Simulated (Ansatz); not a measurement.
Process, species as SMILES: ClCCl → Cl[CH-]Cl + H+
B3LYP-D3(BJ)/def2-TZVP geometries, fixed; electronic energies without zero-point terms.

Basis-set convergence of the deprotonation energy at B2PLYP with Ansatz (a program for electronic structure). Cartesian d functions, on some or all atoms, in 6-31G**, 6-31+G*, 6-311+G**; all else is spherical. Cores are frozen. No added dispersion term, no relativity. Functions are those of the species that has most. Reference: the value in aug-pcseg-3, 384.29 kcal/mol, itself unsure by roughly 0.21 kcal/mol (its mean distance from aug-cc-pV(Q+d)Z, def2-QZVPPD).

| basis | functions | deprotonation energy (kcal/mol) |
|---|---|---|
| 3-21G | 39 | (withheld) |
| 6-31G | 39 | 386.00 |
| def2-SV(P) | 54 | 396.94 |
| def2-SVP | 60 | 399.40 |
| pcseg-1 | 60 | 385.11 |
| 6-31G** | 63 | (withheld) |
| 6-31+G* | 69 | (withheld) |
| 6-311+G** | 96 | 385.11 |
| pcseg-2 | 126 | 388.03 |
| cc-pV(T+d)Z | 136 | 388.53 |
| def2-TZVPD | 147 | (withheld) |
| jun-cc-pV(T+d)Z | 163 | 383.86 |
| aug-pcseg-2 | 192 | 384.36 |
| pcseg-3 | 254 | 385.15 |
| def2-QZVPP | 257 | 385.34 |
| def2-QZVPPD | 287 | 384.23 |
| aug-pcseg-3 | 361 | 384.29 |
| cc-pV(5+d)Z | 401 | 385.03 |

Question: What belongs in the gaps?

Answer: 
- 3-21G, deprotonation energy (kcal/mol): 383.36
- 6-31G**, deprotonation energy (kcal/mol): 395.66
- 6-31+G*, deprotonation energy (kcal/mol): 384.39
- def2-TZVPD, deprotonation energy (kcal/mol): 383.68
